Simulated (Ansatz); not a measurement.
# AlNa (triplet): the correlation ladder, aug-cc-pVDZ

The task here is to estimate one member of a computed series from the others.

Program: Ansatz 0.2.0, Gaussian basis. Level of theory: aug-cc-pVDZ, core rule «outside noble gas», up to 10 orbitals frozen. These are calculated values, not measurements.

Plan: UHF; CCSD(T) on ROHF; CCSD(T) on UHF; BCCD(T) on ROHF; CISD; CCSDT(Q) on ROHF; CCSDT(Q) on UHF; Full CI.

26 further runs of the same task are left out: 10 for a known fault of the program, 7 that didn't finish, 9 set aside as unsound or not needed.

## What is computed

The geometry is a PBE0/def2-TZVPD stationary point (not a proven minimum) of the parent state, kept for this charge and spin.

2 atoms, charge 0, spin multiplicity 3.

Atoms are counted from 1 here; the program's logs count them from 0.

No contacts short enough for the rule that draws bonds.

The first run:

in.yaml

```yaml
crystal:
  periodic: [false, false, false]
  atoms:
    - {symbol: Al, position_ang: [0.000000, 0.000000, 0.000000]}
    - {symbol: Na, position_ang: [0.000000, 0.000000, 3.173300]}
basis:
  gaussian: {orbitals: aug-cc-pVDZ}
magnetization: {spin_polarized: true, initial_magnetization: 2}
hamiltonian: {xc: hf}
output: {orbitals: {seedname: orbitals}}
```

Run with:

```bash
$ ansatz run in.yaml --threads 1 --pin off --events-out ev --progress --plain --max-ram 2393MiB
```

Among the steps run: UHF; CCSD(T) on ROHF; CCSD(T) on UHF; BCCD(T) on ROHF; CISD; CCSDT(Q) on ROHF; CCSDT(Q) on UHF; Full CI.

One table of the session follows, with a row left open; its other results are not shown here.

| method | from FCI (kcal/mol) |
| --- | --- |
| ROHF | +40.49 |
| UHF | +38.22 |
| RMP2 | +12.80 |
| UMP2 | +13.09 |
| CISD | +1.97 |
| RCCSD | +1.85 |
| UCCSD | ? |
| RCCSD(T) | +0.58 |
| UCCSD(T) | +0.58 |
| BCCD(T) | +0.58 |
| RCCSDT | +0.06 |
| UCCSDT | +0.05 |
| RCCSDT(Q) | +0.02 |
| UCCSDT(Q) | +0.01 |
| FCI | 0 |

Estimate the missing values for UCCSD.

**Answer.** from FCI (kcal/mol): +1.76. In the column «from FCI (kcal/mol)» it lies between BCCD(T) (+0.58) and RCCSD (+1.85).

Caveats from the session: Levels on UHF freeze UHF's core orbitals, full CI those of ROHF, so the U rows can settle a little off it for that reason alone. Restricted and unrestricted rows rest on different reference determinants; where their highest levels disagree by more than a few hundredths of an eV, they describe different states and don't form one ladder.
